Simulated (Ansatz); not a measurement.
Write a Python script for Ansatz 0.2.0, Python API that makes a ladder of methods at one geometry of C2H4O2S, SMILES O=C(S)CO. Level of theory (for the species named): CAM-B3LYP, cc-pVDZ basis, multiplicity 1. The script varies functional: cam_b3lyp, lda, r2scan0, hf, r2scan, blyp.

```xyz
9

O    -0.5327    1.4202   -0.2043
C    -0.1677    0.4536    0.3410
S     0.0092    0.4064    2.0676
C     0.3184   -0.7961   -0.4062
O    -0.1488   -0.7932   -1.7871
H    -0.4188    1.6628    2.2823
H     1.3600   -0.9037   -0.3610
H    -0.1802   -1.6642    0.0565
H    -0.1510    0.1679   -2.0060
```

The script, `methods_c2h4o2s.py`:
```python
# -*- coding: utf-8 -*-
'''C2H4O2S at several levels of theory.'''

from pathlib import Path

import ansatz as az
import numpy as np

GEOMETRY = '''
O    -0.53270    1.42020   -0.20430
C    -0.16770    0.45360    0.34100
S     0.00920    0.40640    2.06760
C     0.31840   -0.79610   -0.40620
O    -0.14880   -0.79320   -1.78710
H    -0.41880    1.66280    2.28230
H     1.36000   -0.90370   -0.36100
H    -0.18020   -1.66420    0.05650
H    -0.15100    0.16790   -2.00600
'''

c2h4o2s = az.Crystal.molecule()
for line in GEOMETRY.strip().splitlines():
    symbol, *xyz = line.split()
    c2h4o2s = c2h4o2s.atom(symbol, [float(v) for v in xyz])

job = c2h4o2s.calculation().basis(gaussian='cc-pVDZ')

print('functional    E (Ha)        dipole (D)   HOMO (eV)  LUMO (eV)')
for name in ['cam_b3lyp', 'lda', 'r2scan0', 'hf', 'r2scan', 'blyp']:
    data = job.functional(name).forces().orbitals().run(threads=1, pin='off', runs_dir='runs').report
    lines = Path(data['orbitals_path']).read_text().splitlines()
    field_of = lambda key: [line.split('=')[1].strip() for line in lines if line.startswith(key)]
    orbitals = [(27.211386 * float(e), s, float(n)) for e, s, n in zip(field_of('Ene='), field_of('Spin='), field_of('Occup='))]
    homo = max(e for e, _, n in orbitals if n > 0.5)
    lumo = min(e for e, _, n in orbitals if n < 0.5)
    dipole = 4.803205 * np.linalg.norm(data['charge_distribution']['dipole_moment_e_ang'])
    print(f'{name:10s} {data["free_energy_ev"] / 27.211386246:14.6f} {dipole:9.3f} {homo:11.3f} {lumo:10.3f}')
```

Output of `python methods_c2h4o2s.py`:
```text
functional    E (Ha)        dipole (D)   HOMO (eV)  LUMO (eV)
cam_b3lyp     -627.167107     1.815      -9.120      0.796
lda           -624.080099     1.715      -6.150     -1.750
r2scan0       -627.075171     1.826      -8.024     -0.407
hf            -625.319956     2.080     -10.967      3.807
r2scan        -627.112822     1.719      -6.483     -1.399
blyp          -627.186413     1.653      -5.885     -1.352
```

Caveats:
- Total energies depend on the basis set; only differences at equal settings carry meaning.
- The geometry is a force-field or estimated start, not a minimum of this method, and the basis set is short of its limit. A lower total doesn't mark the better method: functionals have no common bound, and MP2 and coupled cluster aren't variational.
- Levels such as HOMO and LUMO are orbital energies: with these approximate functionals they aren't the ionisation energy and electron affinity, and their gap isn't the fundamental gap.
- For Al to Cl the sets with a tight d function, cc-pV(X+d)Z, are usual.
- Run time: 18 s on 1 thread of Intel(R) Xeon(R) 6975P-C (Granite Rapids) (shared host), peak memory 0.28 GiB.

(A comment or docstring line of the script was reworded after the run, the code is as it ran; lines on the test bed's own set-up are left out of the output.)
